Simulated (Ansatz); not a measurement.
**HSO radical (SMILES O[S]): functionals against CCSD(T) at one geometry**

How do the functionals fare away from a minimum? The structure is a structure displaced at random from a GFN2-xTB minimum.

The runs use Ansatz 0.2.0, Gaussian basis; single points in def2-TZVPP.

Correlated methods freeze the cores. Orbitals are unrestricted.

**1. Starting geometry**

SMILES `O[S]`, 3 atoms, charge 0, spin multiplicity 2.

Atoms are counted from 1 here; the program's logs count them from 0.

Bond lengths: O1–S2 1.642 Å, O1–H3 0.983 Å. Angles: S2–O1–H3 109.9°.

Geometry (Å):

```xyz
3
HOS
O    -0.0751   -0.5222   -0.1048
S     0.8919    0.6122    0.5845
H    -0.8672   -0.0928   -0.4966
```

**2. CCSD(T)/def2-TZVPP**

Input file run/in.yaml:

```yaml
crystal:
  periodic: [false, false, false]
  atoms:
    - {symbol: O, position_ang: [-0.075100, -0.522200, -0.104800]}
    - {symbol: S, position_ang: [0.891900, 0.612200, 0.584500]}
    - {symbol: H, position_ang: [-0.867200, -0.092800, -0.496600]}
basis:
  gaussian: {orbitals: def2-TZVPP}
magnetization: {spin_polarized: true, initial_magnetization: 1}
correlation: {method: ccsd_t}
scf: {omitted_lower_state_checks: [cluster_reference]}
output: {forces: true}
```

The command line of these runs was not kept.

**3. PBE0-D4/def2-TZVPP**

run/in.yaml: that of step 2 with these lines changed.

```diff
@@ -9,4 +9,3 @@
 magnetization: {spin_polarized: true, initial_magnetization: 1}
-correlation: {method: ccsd_t}
-scf: {omitted_lower_state_checks: [cluster_reference]}
-output: {forces: true}
+hamiltonian: {xc: pbe0, dispersion: d4}
+output: {forces: true, orbitals: {seedname: orbitals}}
```

**4. wB97M-V/def2-TZVPP**

run/in.yaml: that of step 3 with these lines changed.

```diff
@@ -9,3 +9,3 @@
 magnetization: {spin_polarized: true, initial_magnetization: 1}
-hamiltonian: {xc: pbe0, dispersion: d4}
-output: {forces: true, orbitals: {seedname: orbitals}}
+hamiltonian: {xc: {name: wB97M-V}}
+output: {forces: true}
```

**5. r2SCAN-D4/def2-TZVPP**

run/in.yaml: that of step 4 with these lines changed.

```diff
@@ -9,3 +9,3 @@
 magnetization: {spin_polarized: true, initial_magnetization: 1}
-hamiltonian: {xc: {name: wB97M-V}}
+hamiltonian: {xc: r2scan, dispersion: d4}
 output: {forces: true}
```

**6. PBE-D4/def2-TZVPP**

run/in.yaml: that of step 5 with these lines changed.

```diff
@@ -9,3 +9,3 @@
 magnetization: {spin_polarized: true, initial_magnetization: 1}
-hamiltonian: {xc: r2scan, dispersion: d4}
+hamiltonian: {xc: pbe, dispersion: d4}
 output: {forces: true}
```

**7. BHLYP-D4/def2-TZVPP**

run/in.yaml: that of step 6 with these lines changed.

```diff
@@ -9,3 +9,3 @@
 magnetization: {spin_polarized: true, initial_magnetization: 1}
-hamiltonian: {xc: pbe, dispersion: d4}
+hamiltonian: {xc: {name: BHLYP}, dispersion: d4}
 output: {forces: true}
```

**8. r2SCANh-D4/def2-TZVPP**

run/in.yaml: that of step 7 with these lines changed.

```diff
@@ -9,3 +9,3 @@
 magnetization: {spin_polarized: true, initial_magnetization: 1}
-hamiltonian: {xc: {name: BHLYP}, dispersion: d4}
+hamiltonian: {xc: {name: r2SCANh}, dispersion: d4}
 output: {forces: true}
```

(Steps that only read results are left out.)

Q: Predict the outcome of this session. Wanted: energy less free atoms, CCSD(T)/def2-TZVPP; RMS force component; RMS force error; HOMO and LUMO, PBE0-D4; T1 diagnostic.

As calculated:

```
                                  quantity                                                                                               value
energy less free atoms, CCSD(T)/def2-TZVPP                                                                                       -739.7 kJ/mol
                       RMS force component                                                                0.204 to 0.726 eV/Å over the methods
                           RMS force error  PBE0-D4 0.234, wB97M-V 0.198, r2SCAN-D4 0.082, PBE-D4 0.282, BHLYP-D4 0.464, r2SCANh-D4 0.164 eV/Å
                    HOMO and LUMO, PBE0-D4                                                                                  -6.79 and -3.48 eV
                             T1 diagnostic                                                                                               0.022
```

Against CCSD(T) the functionals' energies less atoms differ by -86.7 to +28.3 kJ/mol, PBE-D4 by -86.7 kJ/mol. A larger basis would deepen the CCSD(T) value, while the functionals are nearly converged already, so the order here is not reliable. The forces of r2SCAN-D4 come nearest to CCSD(T), those of BHLYP-D4 are farthest. Frozen-core CCSD(T) forces in triple zeta carry basis errors of their own, and this is one geometry, so small gaps rank nothing.
